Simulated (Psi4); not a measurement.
# UB3LYP/cc-pVDZ-DK (sfX2C, sweep point 1) run of [OF2]+ (SMILES F[O+]F)

What is the vertical ionisation energy of [OF2]+ at UB3LYP/cc-pVDZ-DK (sfX2C, sweep point 1)? 

Program for the calculation: Psi4 1.11.

**1. Starting point**

[OF2]+ has 3 atoms, charge +1, and is taken as a doublet. As SMILES, `F[O+]F`. The shape is that of a GFN2-xTB optimisation.

Bond lengths: F1–O2 1.287 Å, O2–F3 1.287 Å. Angles: F1–O2–F3 110.7°.

**2. The energy at UB3LYP/cc-pVDZ-DK (sfX2C, sweep point 1)**

job.in reads:

```
memory 1.6 GB

molecule m {
  1 2
  F      0.928320    -0.299370     0.478940
  O      0.000600     0.484920     0.053430
  F     -0.928920    -0.185540    -0.532380
  units angstrom
  symmetry c1
}

set globals {
  basis cc-pVDZ-DK
  reference uks
  puream true
  scf_type pk
  dft_radial_points 99
  dft_spherical_points 590
  maxiter 150
  relativistic x2c
}

energy("b3lyp")
```

Launch:

```console
psi4 job.in job.out -n 1
```

job.out:

```text
[...]
  Running in c1 symmetry.
[...]
  Nuclear repulsion =   79.441141796696542
[...]
  Multiplicity = 2
[...]
  Nalpha       = 13
  Nbeta        = 12
[...]
    Number of basis functions: 42
[...]
    WARNING: The X2C and Dirac Hamiltonians have substatially different eigenvalues!
             This is probably caused by the recontraction of the basis set.
[...]
   @UKS iter   1:  -274.32649288743499    4.96689e-01   1.27554e-02 DIIS/ADIIS
[...]
   @UKS iter  10:  -274.42307093778209   -8.66265e-09   4.77414e-07 DIIS
[...]
   @S^2 Observed:                7.526017459E-01
[...]
    Orbital Energies [Eh]
    ---------------------
    Alpha Occupied:
       1A    -25.241840     2A    -25.241805     3A    -19.866604
       4A     -1.871012     5A     -1.702406     6A     -1.353751
       7A     -1.075021     8A     -1.041089     9A     -1.018701
      10A     -0.889700    11A     -0.848979    12A     -0.837527
      13A     -0.772125
    Alpha Virtual:
      14A     -0.442177    15A     -0.374993    16A      0.441146
      17A      0.453415    18A      0.462203    19A      0.657689
      20A      0.756184    21A      0.757166    22A      0.803862
      23A      0.807976    24A      0.902055    25A      0.957586
[...]
  @UKS Final Energy:  -274.42307093778209
   => Energetics <=
    Nuclear Repulsion Energy =             79.4411417966965416
    One-Electron Energy =                -528.4833051090113258
    Two-Electron Energy =                 198.0235647437236253
    DFT Exchange-Correlation Energy =     -23.4044723691909802
    Empirical Dispersion Energy =           0.0000000000000000
    VV10 Nonlocal Energy =                  0.0000000000000000
    Total Energy =                       -274.4230709377820858
[...]
 Multipole Moments:
 ------------------------------------------------------------------------------------
     Multipole            Electronic (a.u.)      Nuclear  (a.u.)        Total (a.u.)
 ------------------------------------------------------------------------------------
 L = 1.  Multiply by 2.5417464519 to convert [e a0] to [Debye]
 Dipole X            :         -0.0126441            0.0222006            0.0095565
 Dipole Y            :         -0.2327925            0.4108900            0.1780975
 Dipole Z            :         -0.0000000            0.0000000           -0.0000000
 Magnitude           :                                                    0.1783537
[...]
```

It took 8.4 s on 1 thread of Intel Xeon Platinum 8259CL at 2.50GHz (Skylake/Cascade Lake), shared host; peak memory 0.42 GiB.

**3. Singlet [OF2]2+**

job.dat reads:

```
memory 1600 mb

molecule {
  2 1
  F      0.928320    -0.299370     0.478940
  O      0.000600     0.484920     0.053430
  F     -0.928920    -0.185540    -0.532380
  units angstrom
  symmetry c1
}

set basis cc-pVDZ-DK
set puream true
set scf_type pk
set dft_radial_points 99
set dft_spherical_points 590
set relativistic x2c

energy_value, wavefunction = energy('b3lyp', return_wfn=True)
print_variables()
```

Launch:

```console
psi4 job.dat job.out -n 1
```

job.out:

```text
[...]
  Running in c1 symmetry.
[...]
  Nuclear repulsion =   79.441141796696542
[...]
  Multiplicity = 1
[...]
  Nalpha       = 12
  Nbeta        = 12
[...]
    Number of basis functions: 42
[...]
    WARNING: The X2C and Dirac Hamiltonians have substatially different eigenvalues!
             This is probably caused by the recontraction of the basis set.
[...]
   @RKS iter   1:  -273.20908235810390    1.61410e+00   2.08726e-02 ADIIS/DIIS
[...]
   @RKS iter   9:  -273.49252514895136   -5.55269e-09   7.51526e-08 DIIS
[...]
    Orbital Energies [Eh]
    ---------------------
    Doubly Occupied:
       1A    -25.720786     2A    -25.720747     3A    -20.369472
       4A     -2.304214     5A     -2.131682     6A     -1.767324
       7A     -1.499459     8A     -1.437637     9A     -1.429056
      10A     -1.278742    11A     -1.268883    12A     -1.257251
[...]
  @RKS Final Energy:  -273.49252514895136
   => Energetics <=
    Nuclear Repulsion Energy =             79.4411417966965416
    One-Electron Energy =                -517.0522044648180326
    Two-Electron Energy =                 187.0249101957309108
    DFT Exchange-Correlation Energy =     -22.9063726765608315
    Empirical Dispersion Energy =           0.0000000000000000
    VV10 Nonlocal Energy =                  0.0000000000000000
    Total Energy =                       -273.4925251489513585
[...]
 Multipole Moments:
 ------------------------------------------------------------------------------------
     Multipole            Electronic (a.u.)      Nuclear  (a.u.)        Total (a.u.)
 ------------------------------------------------------------------------------------
 L = 1.  Multiply by 2.5417464519 to convert [e a0] to [Debye]
 Dipole X            :         -0.0107604            0.0222006            0.0114402
 Dipole Y            :         -0.1983545            0.4108900            0.2125355
 Dipole Z            :         -0.0000000            0.0000000           -0.0000000
 Magnitude           :                                                    0.2128432
[...]
```

Run time: 5.7 s. Hardware: 1 thread of Intel Xeon Platinum 8259CL at 2.50GHz (Skylake/Cascade Lake), shared host; peak memory 0.42 GiB.

**4. Results**

Level: UB3LYP/cc-pVDZ-DK (sfX2C, sweep point 1).

| quantity | value |
| --- | --- |
| doublet [OF2]+: total energy | -274.42307 Eh |
| doublet [OF2]+: HOMO energy (highest over α and β) | -21.01 eV |
| doublet [OF2]+: LUMO energy (lowest over α and β) | -16.40 eV |
| doublet [OF2]+: ⟨S²⟩ | 0.753 |
| singlet [OF2]2+: total energy | -273.49253 Eh |
| singlet [OF2]2+: HOMO energy | -34.21 eV |
| singlet [OF2]2+: LUMO energy | -29.60 eV |
| singlet [OF2]2+: HOMO–LUMO gap | 4.61 eV |
| vertical ionisation energy (to the singlet dication) | 25.321 eV |

Removing an electron at fixed nuclei costs 25.32 eV (584 kcal/mol). Only the singlet of the ionised species was computed; a triplet could lie lower.
